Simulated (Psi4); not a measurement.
# M06-2X/def2-TZVPPD run of AlH (SMILES [AlH])

Aim: the energy change on altering one bond length of AlH at M06-2X/def2-TZVPPD, from 2 runs. 

The results are computed with Psi4 1.11.

2 further runs of the same task are left out: 2 set aside as unsound or not needed.

### 1 The system as given

AlH has 2 atoms, charge 0, and is taken as a singlet. SMILES: `[AlH]`. The shape is that of a PBE0-D4/def2-TZVP optimisation.

Bond lengths: Al1–H2 1.665 Å.

### 2 Energy and gradient at M06-2X/def2-TZVPPD

File input.json:

```json
{
  "schema_name": "qcschema_input",
  "schema_version": 1,
  "molecule": {
    "schema_name": "qcschema_molecule",
    "schema_version": 2,
    "symbols": ["Al", "H"],
    "geometry": [0.0, 0.0, -0.04845258, 0.0, 0.0, 3.09746899],
    "molecular_charge": 0,
    "molecular_multiplicity": 1,
    "fix_symmetry": "c1"
  },
  "driver": "gradient",
  "model": {
    "method": "m06-2x",
    "basis": "def2-TZVPPD"
  },
  "keywords": {
    "reference": "rks",
    "puream": true,
    "e_convergence": 1e-09,
    "d_convergence": 1e-08,
    "scf_type": "pk",
    "dft_radial_points": 99,
    "dft_spherical_points": 590,
    "scf_properties": ["MAYER_INDICES", "QUADRUPOLE", "LOWDIN_CHARGES"]
  }
}
```

Run with:

```console
$ psi4 --qcschema input.json -n 1 --memory 1600MB
```

stdout (excerpt; [...] marks lines left out):

```text
[...]
  Running in c1 symmetry.
[...]
  Nuclear repulsion =    4.132334424344851
[...]
  Multiplicity = 1
[...]
  Nalpha       = 7
  Nbeta        = 7
[...]
    Number of basis functions: 65
[...]
   @RKS iter   1:  -242.94613436718564   -4.25770e-01   2.97989e-03 DIIS/ADIIS
[...]
   @RKS iter   8:  -242.95802703096345   -2.51816e-11   9.95884e-09 DIIS
[...]
    Orbital Energies [Eh]
    ---------------------
    Doubly Occupied:
       1A    -56.858459     2A     -4.386990     3A     -2.887941
       4A     -2.887941     5A     -2.883914     6A     -0.415630
       7A     -0.246117
[...]
  @RKS Final Energy:  -242.95802703096345
   => Energetics <=
    Nuclear Repulsion Energy =              4.1323344243448510
    One-Electron Energy =                -345.7326531748059892
    Two-Electron Energy =                 107.6242715937965357
    DFT Exchange-Correlation Energy =      -8.9819798742988048
    Empirical Dispersion Energy =           0.0000000000000000
    VV10 Nonlocal Energy =                  0.0000000000000000
    Total Energy =                       -242.9580270309634216
[...]
 Multipole Moments:
 ------------------------------------------------------------------------------------
     Multipole            Electronic (a.u.)      Nuclear  (a.u.)        Total (a.u.)
 ------------------------------------------------------------------------------------
 L = 1.  Multiply by 2.5417464519 to convert [e a0] to [Debye]
 Dipole X            :          0.0000000            0.0000000            0.0000000
 Dipole Y            :         -0.0000000            0.0000000           -0.0000000
 Dipole Z            :         -1.6742361            1.5600499           -0.1141862
 Magnitude           :                                                    0.1141862
 L = 2.  Multiply by 1.3450342976 to convert [e a0^2] to [Debye ang]
 Quadrupole XX       :         -9.1807379            0.0000000           -9.1807379
 Quadrupole XY       :          0.0000000            0.0000000            0.0000000
[...]
  -Total Gradient:
     Atom            X                  Y                   Z
    ------   -----------------  -----------------  -----------------
       1        0.000000000001    -0.000000000004    -0.003231829254
       2       -0.000000000001     0.000000000004     0.003187045445
[...]
```

The result, in JSON:

```text
{
 "driver": "gradient",
 "model": {
  "method": "m06-2x",
  "basis": "def2-TZVPPD"
 },
 "success": true,
 "return_result": [1.2022840389374472e-12, -4.052061810757334e-12, -0.0032318292542828156, -1.2309044145058892e-12, 3.9504005187495076e-12, 0.003187045445455991],
 "properties": {
  "calcinfo_nbasis": 65,
  "calcinfo_nmo": 65,
  "calcinfo_nalpha": 7,
  "calcinfo_nbeta": 7,
  "calcinfo_natom": 2,
  "nuclear_repulsion_energy": 4.132334424344851,
  "return_energy": -242.95802703096345,
  "return_gradient": [1.2022840389374472e-12, -4.052061810757334e-12, -0.0032318292542828156, -1.2309044145058892e-12, 3.9504005187495076e-12, 0.003187045445455991],
  "scf_one_electron_energy": -345.732653174806,
  "scf_two_electron_energy": 107.62427159379654,
  "scf_xc_energy": -8.981979874298805,
  "scf_dipole_moment": [1.786425685856341e-11, -5.744741634373675e-11, -0.11418616714931229],
  "scf_total_energy": -242.95802703096345,
  "scf_total_gradient": [1.2022840389374472e-12, -4.052061810757334e-12, -0.0032318292542828156, -1.2309044145058892e-12, 3.9504005187495076e-12, 0.003187045445455991],
  "scf_iterations": 8
 }
}
```

Wall time 5.7 s (1 thread of Intel Xeon 6975P-C (Granite Rapids), shared host); peak memory 0.74 GiB.

### 3 The distorted shape

File alh.in:

```
memory 1600 MB

molecule {
  Al
  H 1 r2

  r2 = 2.4971
  symmetry c1
  no_reorient
  no_com
}

set globals {
  basis                def2-TZVPPD
  reference            rks
  puream               true
  e_convergence        1e-09
  d_convergence        1e-08
  scf_type             pk
  dft_radial_points    99
  dft_spherical_points 590
}

energy_value, wavefunction = gradient("m06-2x", return_wfn=True)
oeprop(wavefunction, "DIPOLE", "QUADRUPOLE", "MULLIKEN_CHARGES")
```

Run with:

```console
$ psi4 -n 1 alh.in alh.out
```

alh.out (excerpt; [...] marks lines left out):

```text
[...]
  Running in c1 symmetry.
[...]
  Nuclear repulsion =    2.754917199435346
[...]
  Multiplicity = 1
[...]
  Nalpha       = 7
  Nbeta        = 7
[...]
    Number of basis functions: 65
[...]
   @RKS iter   1:  -242.88985441339238   -4.62632e-01   2.75943e-03 ADIIS/DIIS
[...]
   @RKS iter   9:  -242.90653404898634   -2.41585e-12   3.24739e-09 DIIS
[...]
  @RKS Final Energy:  -242.90653404898634
   => Energetics <=
    Nuclear Repulsion Energy =              2.7549171994353459
    One-Electron Energy =                -342.5050809850543487
    Two-Electron Energy =                 105.7824695482656381
    DFT Exchange-Correlation Energy =      -8.9388398116329792
    Empirical Dispersion Energy =           0.0000000000000000
    VV10 Nonlocal Energy =                  0.0000000000000000
    Total Energy =                       -242.9065340489863729
[...]
  -Total Gradient:
     Atom            X                  Y                   Z
    ------   -----------------  -----------------  -----------------
       1       -0.000000000005     0.000000000001    -0.039165300435
       2        0.000000000005    -0.000000000001     0.039166775210
[...]
 Multipole Moments:
 ------------------------------------------------------------------------------------
     Multipole            Electronic (a.u.)      Nuclear  (a.u.)        Total (a.u.)
 ------------------------------------------------------------------------------------
 L = 1.  Multiply by 2.5417464519 to convert [e a0] to [Debye]
 Dipole X            :         -0.0000000            0.0000000           -0.0000000
 Dipole Y            :          0.0000000            0.0000000            0.0000000
 Dipole Z            :         -3.8989235            2.3400514           -1.5588721
 Magnitude           :                                                    1.5588721
 L = 2.  Multiply by 1.3450342976 to convert [e a0^2] to [Debye ang]
 Quadrupole XX       :         -9.5536045            0.0000000           -9.5536045
 Quadrupole XY       :          0.0000000            0.0000000            0.0000000
[...]
  Mulliken Charges: (a.u.)
   Center  Symbol    Alpha    Beta     Spin     Total
       1    AL     6.37112  6.37112  0.00000  0.25776
       2     H     0.62888  0.62888  0.00000 -0.25776
   Total alpha =  7.00000, Total beta =  7.00000, Total charge = -0.00000
    Psi4 run time: 0:00:04.57
```

Run time: 5.4 s. Hardware: 1 thread of Intel Xeon 6975P-C (Granite Rapids), shared host; peak memory 0.71 GiB.

### 4 What came out

Level: M06-2X/def2-TZVPPD.

```
                                                          quantity          value
                                         first shape: total energy  -242.95803 Eh
                                        first shape: dipole moment         0.29 D
                                          first shape: HOMO energy       -6.70 eV
                                          first shape: LUMO energy       -1.02 eV
                                        first shape: HOMO–LUMO gap        5.68 eV
                             first shape: largest force on an atom     0.166 eV/Å
                                     distorted shape: total energy  -242.90653 Eh
                                    distorted shape: dipole moment         3.96 D
                                      distorted shape: HOMO energy       -6.34 eV
                                      distorted shape: LUMO energy       -1.58 eV
                                    distorted shape: HOMO–LUMO gap        4.77 eV
                         distorted shape: largest force on an atom     2.014 eV/Å
energy change with the Al1–H2 bond stretched from 1.665 to 2.497 Å       1.401 eV
```

With the Al1–H2 bond stretched from 1.665 to 2.497 Å the energy rises by 1.40 eV (32 kcal/mol). The first shape isn't relaxed at this level, so the change isn't measured from a minimum.
